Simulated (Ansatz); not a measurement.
**C₂H (doublet): from Hartree-Fock to the top rungs at distance C1–H3 = 0.852 Å, 6-31G**

How much of the correlation energy of C₂H (doublet) does each wave-function method recover here?

The runs use Ansatz 0.2.0, Gaussian basis; 6-31G, core rule «outside noble gas», up to 2 orbitals frozen.

The runs, in order: UHF; CCSD(T) on ROHF; CCSD(T) on UHF; BCCD(T) on ROHF; CISD; CCSDT(Q) on ROHF; CCSDT(Q) on UHF; CCSDTQ on ROHF; CASSCF and MRCISD+Q, 3 electrons in 3 orbitals; CASSCF and NEVPT2, 3 electrons in 3 orbitals; CASSCF and MRCISD+Q, 9 electrons in 9 orbitals; CASSCF and MRCISD+Q(relaxed), 9 electrons in 9 orbitals; CASSCF and NEVPT2, 9 electrons in 9 orbitals; Full CI.

22 further runs of the same task are left out: 1 for a mislabelled method, 18 that didn't finish, 3 set aside as unsound or not needed.

### 1 What is computed

The geometry derives from a PBE0/def2-TZVP stationary point (not a proven minimum). One bond is set to the value named and the two fragments are kept rigid.

3 atoms, charge 0, spin multiplicity 2.

Atoms are counted from 1 here; the program's logs count them from 0.

Bond lengths: C1–C2 1.200 Å, C1–H3 0.852 Å. Angles: C2–C1–H3 180.0°.

### 2 UHF

The input, in.yaml:

```yaml
crystal:
  periodic: [false, false, false]
  atoms:
    - {symbol: C, position_ang: [0.000000, 0.000000, 0.116072]}
    - {symbol: C, position_ang: [0.000000, 0.000000, -1.084144]}
    - {symbol: H, position_ang: [0.000000, 0.000000, 0.968072]}
basis:
  gaussian: {orbitals: 6-31G}
magnetization: {spin_polarized: true, initial_magnetization: 1}
hamiltonian: {xc: hf}
output: {orbitals: {seedname: orbitals}}
```

Started as:

```bash
> ansatz run in.yaml --threads 1 --pin off --events-out ev --progress --plain --max-ram 2393MiB
```

After this run come: CCSD(T) on ROHF; CCSD(T) on UHF; BCCD(T) on ROHF; CISD; CCSDT(Q) on ROHF; CCSDT(Q) on UHF; CCSDTQ on ROHF; CASSCF and MRCISD+Q, 3 electrons in 3 orbitals; CASSCF and NEVPT2, 3 electrons in 3 orbitals; CASSCF and MRCISD+Q, 9 electrons in 9 orbitals; CASSCF and MRCISD+Q(relaxed), 9 electrons in 9 orbitals; CASSCF and NEVPT2, 9 electrons in 9 orbitals; Full CI.

**Question.** What will the summary of the whole plan be? Wanted: FCI below the RHF energy; RMP2 from FCI; UMP2 from FCI; RCCSD from FCI; RCCSD(T) from FCI; UCCSD(T) from FCI; RCCSDT(Q) from FCI; UCCSDT(Q) from FCI; NEVPT2 pair from FCI.

As calculated:

| quantity | value |
| --- | --- |
| FCI below the RHF energy | -5.0938 eV |
| RMP2 from FCI | +669.4 meV |
| UMP2 from FCI | +1190.1 meV |
| RCCSD from FCI | +187.9 meV |
| RCCSD(T) from FCI | +40.3 meV |
| UCCSD(T) from FCI | +57.2 meV |
| RCCSDT(Q) from FCI | +1.2 meV |
| UCCSDT(Q) from FCI | +7.4 meV |
| NEVPT2 pair from FCI | +576.8 meV |
| MRCISD+Q pair from FCI | +47.3 meV |
| NEVPT2 valence from FCI | +349.3 meV |
| levels within 1 kcal/mol (43 meV) | RCCSD(T), BCCD(T), RCCSDT, UCCSDT, RCCSDT(Q), UCCSDT(Q), RCCSDTQ, MRCISD valence, MRCISD+Q valence, MRCISD+Q(relaxed) valence |
| T1 diagnostic | 0.030 |
| effectively unpaired electrons | 1.14 |

**Reading.** RCCSD(T) lands +40.3 meV from the yardstick (0.8 % of the correlation energy). One determinant dominates. Of the multireference levels listed MRCISD+Q(relaxed) valence comes nearest in total energy (+2.1 meV), which doesn't show that its space is the better one. These misses are within one basis, not against nature; the frozen cores of restricted and unrestricted runs differ, which can shift their rows.
